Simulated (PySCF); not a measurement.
**Spin states of NaLi**

Unrestricted PBE0; Na pcseg-2, Li pcseg-2; no relativity (PySCF 2.14). Outer shells of the fragments: Na 3s1; Li 2s1.

Followed along the bond (rough minima from three points):

```tsv
2Ms+1	unpaired	⟨S²⟩ at the start	R at minimum (Å)	Te (eV)
1	none	0.00	2.92	0.00
3	σ ↑, π ↑	2.00	2.86	1.46
3	σ ↑↑	2.00	none in the scan	≤ 0.88
```

Solutions found at the starting distance of 2.860 Å, counted from the lowest of them; the search is not exhaustive and high or unbound solutions are not listed, so other states can lie among these:

```csv
2Ms+1,unpaired,term,E (eV),⟨S²⟩,⟨Lz²⟩,μ (D)
1,none,¹Σ⁺,0.00,0.00,0.00,-0.38
3,σ ↑↑,³Σ⁺,1.00,2.00,0.00,-1.27
3,"σ ↑, π ↑",³Π,1.46,2.00,1.00,-1.74
1,"σ ↑, π ↓",mixed,1.85,1.00,1.00,-1.97
```

A term symbol is given only where ⟨S²⟩ and ⟨Lz²⟩ are close to those of a pure state; real π, δ and φ orbitals otherwise mix terms. A positive dipole means Na(−)Li(+).

Counting both spins, an empty level lies below a filled one in some of these solutions, because spin and occupation are held.
